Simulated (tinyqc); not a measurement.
Worked calculation: RHF in the sto-3g basis, for NH3, spin multiplicity 1. One step of it, computed by the program tinyqc.

Problem. Iteration 10 (converged): orbitals. Diagonalise F' = X^T F X, C = X C', fill 5 alpha and 5 beta electrons from the bottom; D = 2 C_occ C_occ^T. Each column has its largest component positive (the first on a tie).

converged F (hartree):
```
,1N 1s,1N 2s,1N 2px,1N 2py,1N 2pz,2H 1s,3H 1s,4H 1s
1N 1s,-15.261148,-3.883168,-0.000003,0.000000,0.012043,-0.651136,-0.650765,-0.650765
1N 2s,-3.883168,-1.820625,-0.000064,0.000000,0.026627,-0.660094,-0.659850,-0.659850
1N 2px,-0.000003,-0.000064,-0.186514,0.000000,0.000018,-0.404752,0.202299,0.202299
1N 2py,0.000000,0.000000,0.000000,-0.186468,0.000000,0.000000,-0.350480,0.350480
1N 2pz,0.012043,0.026627,0.000018,0.000000,-0.281963,0.078097,0.078075,0.078075
2H 1s,-0.651136,-0.660094,-0.404752,0.000000,0.078097,-0.350114,-0.154903,-0.154903
3H 1s,-0.650765,-0.659850,0.202299,-0.350480,0.078075,-0.154903,-0.349937,-0.154792
4H 1s,-0.650765,-0.659850,0.202299,0.350480,0.078075,-0.154903,-0.154792,-0.349937
```

X:
```
,1N 1s,1N 2s,1N 2px,1N 2py,1N 2pz,2H 1s,3H 1s,4H 1s
1N 1s,1.024343,-0.144487,-0.000006,0.000000,0.003045,0.020041,0.020035,0.020035
1N 2s,-0.144487,1.239478,0.000068,0.000000,-0.029311,-0.232481,-0.232358,-0.232358
1N 2px,-0.000006,0.000068,1.103278,0.000000,-0.000010,-0.238933,0.119401,0.119401
1N 2py,0.000000,0.000000,0.000000,1.103258,0.000000,0.000000,-0.206853,0.206853
1N 2pz,0.003045,-0.029311,-0.000010,0.000000,1.003944,0.031394,0.031373,0.031373
2H 1s,0.020041,-0.232481,-0.238933,0.000000,0.031394,1.145237,-0.030765,-0.030765
3H 1s,0.020035,-0.232358,0.119401,-0.206853,0.031373,-0.030765,1.145124,-0.030749
4H 1s,0.020035,-0.232358,0.119401,0.206853,0.031373,-0.030765,-0.030749,1.145124
```

Give: F' = X^T F X; orbital energies; coefficients C; D after iteration 10.

Solution.

F' = X^T F X (hartree):
```
,1,2,3,4,5,6,7,8
1,-14.971,-2.063,0.000,0.000,0.021,-0.063,-0.063,-0.063
2,-2.063,-0.821,0.000,0.000,-0.039,-0.377,-0.377,-0.377
3,0.000,0.000,0.076,0.000,0.000,-0.456,0.228,0.228
4,0.000,0.000,0.000,0.076,0.000,0.000,-0.395,0.395
5,0.021,-0.039,0.000,0.000,-0.271,0.072,0.072,0.072
6,-0.063,-0.377,-0.456,0.000,0.072,0.019,-0.036,-0.036
7,-0.063,-0.377,0.228,-0.395,0.072,-0.036,0.019,-0.036
8,-0.063,-0.377,0.228,0.395,0.072,-0.036,-0.036,0.019
```

orbital energies (hartree): MO1 -15.268, MO2 -0.965, MO3 -0.492, MO4 -0.492, MO5 -0.292, MO6 0.409, MO7 0.624, MO8 0.624

coefficients C:
```
,MO1,MO2,MO3,MO4,MO5,MO6,MO7,MO8
1N 1s,0.994,-0.224,0.000,0.000,-0.041,-0.178,0.000,0.000
1N 2s,0.028,0.792,0.000,0.000,0.203,1.025,0.000,0.001
1N 2px,0.000,0.000,0.564,0.000,0.000,0.000,0.000,0.992
1N 2py,0.000,0.000,0.000,0.564,0.000,0.000,0.992,0.000
1N 2pz,-0.002,-0.046,0.000,0.000,0.975,-0.243,0.000,0.000
2H 1s,-0.005,0.166,0.518,0.000,-0.078,-0.642,0.000,-0.843
3H 1s,-0.005,0.166,-0.259,0.449,-0.078,-0.643,-0.730,0.421
4H 1s,-0.005,0.166,-0.259,-0.449,-0.078,-0.643,0.730,0.421
```

D after iteration 10:
```
,1N 1s,1N 2s,1N 2px,1N 2py,1N 2pz,2H 1s,3H 1s,4H 1s
1N 1s,2.079,-0.316,0.000,0.000,-0.062,-0.078,-0.078,-0.078
1N 2s,-0.316,1.338,0.000,0.000,0.322,0.230,0.231,0.231
1N 2px,0.000,0.000,0.636,0.000,0.000,0.584,-0.292,-0.292
1N 2py,0.000,0.000,0.000,0.636,0.000,0.000,0.506,-0.506
1N 2pz,-0.062,0.322,0.000,0.000,1.905,-0.168,-0.168,-0.168
2H 1s,-0.078,0.230,0.584,0.000,-0.168,0.604,-0.201,-0.201
3H 1s,-0.078,0.231,-0.292,0.506,-0.168,-0.201,0.604,-0.201
4H 1s,-0.078,0.231,-0.292,-0.506,-0.168,-0.201,-0.201,0.604
```
